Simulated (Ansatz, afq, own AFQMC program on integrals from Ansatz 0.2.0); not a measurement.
**H₂O, singlet: AFQMC among the cluster methods**

| atom | x (Å) | y (Å) | z (Å) |
| --- | --- | --- | --- |
| O | 0.0000 | -0.1058 | 0.0528 |
| H | 0.0000 | 1.2010 | -1.6520 |
| H | 0.0000 | 0.4780 | 0.8143 |

Basis 6-31G. Noble-gas cores (and the filled d shells of Ga–Kr and In–Xe) are frozen. Ansatz 0.2.0 and our own AFQMC program on the same integrals; the CISD trial comes from CCSD amplitudes, and released means the phaseless constraint is let go. Uncertainties: one standard error, sampling alone.

Determinant: RHF, the one that the program's search chose, which needn't be the lowest solution. The geometry is a point of a scan.

Full CI on the same integrals is exact in this basis and with this determinant's frozen core.

Cautions: restricted determinant unstable towards unrestricted (UHF 3.33 eV lower, ⟨S²⟩ 0.95); strong correlation (T1 0.035, weight of the determinant 0.74, largest double 0.53); the CCSD(T) amplitudes may be one of several solutions (largest double 0.53); the CCSDT(Q) amplitudes may be one of several solutions (largest double 0.57); the CCSDTQ amplitudes may be one of several solutions (largest double 0.57).

```
T1 diagnostic                               : 0.0345
weight of the determinant in the CISD state : 0.743
size of the correlated space                : 8 electrons in 12 orbitals
```

Reference: full CI, correlation energy -6.368 eV. The released energy is read at 2.40 1/Eh (meV from the phaseless value at times in 1/Eh: -13 ± 22 at 0.24, -18 ± 24 at 0.51, -51 ± 20 at 0.99, -44 ± 25 at 1.62, -25 ± 18 at 2.40). The cautions show a poor starting determinant, so the rows tell how each method copes with it here, and full CI is the sure value.

```tsv
level	E − E(reference) (kcal/mol)	share of correlation (%)
HF	146.85	0.00
MP2	26.94	81.65
CCSD	5.38	96.34
CCSD(T)	-0.34	100.23
CCSDT	0.74	99.50
CCSDT(Q)	-0.23	100.16
CCSDTQ	0.05	99.97
ph-AFQMC/CISD	1.13 ± 0.39	99.23
released AFQMC	0.56 ± 0.42	99.62
```

CCSDT and higher add their correlation energy to the determinant of the CCSD(T) run, since their own runs factorise the integrals more tightly (a shift of under 2 meV). A walk keeps the symmetry of its determinant, which the program's search chose and which needn't be the lowest solution, so a lower state of the same spin and another symmetry isn't excluded. Released energies are given only where the last usable release times agree within the noise; a slower fall can still hide under it.
